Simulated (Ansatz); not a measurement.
A made-up structure of AlSiH3F, doublet:

F1  (-1.930, -1.392, 0.156)
Si2  (-0.383, -1.041, -0.082)
Al3  (0.477, 1.152, 0.076)
H4  (-1.800, -2.270, 0.356)
H5  (2.032, 1.263, -0.196)
H6  (-0.495, 2.347, 0.424)
(Å)

It is relaxed with PBE-D4/def2-SVP and then PBE0-D4/def2-TZVP (Ansatz 0.2.0). Atoms count as bonded within 1.22 times the sum of their covalent radii (H–H: 0.88 Å). The end point is not checked to be a true minimum.

Q: Does its bonding change? (A judgement: the text doesn't fix the answer.)

A: The calculation gives: Yes. Formed: none; broken: F1–Si2.

Where it ends: The first stage lowers the energy by 2.06 eV in 11 steps. It ends as a complex of AlSiH₂ ([AlH2][Si]) + HF:
F1  (-2.024, -1.177, 0.357)
Si2  (0.237, -1.389, -0.187)
Al3  (0.571, 1.029, 0.040)
H4  (-2.289, -2.064, 0.305)
H5  (2.025, 1.640, -0.214)
H6  (-0.618, 2.019, 0.435)
(Å)

Labels in which every atom is bracketed show which atoms are joined, not bond orders.

For scale, one of the runs: PBE0-D4/def2-TZVP relaxation, 123 basis functions, launched by `ansatz run in.yaml --threads 2 --pin off --events-out ev --progress --plain --max-ram 4352MiB`. The run took about 61 s on 2 CPU threads of an Intel Xeon (shared host).
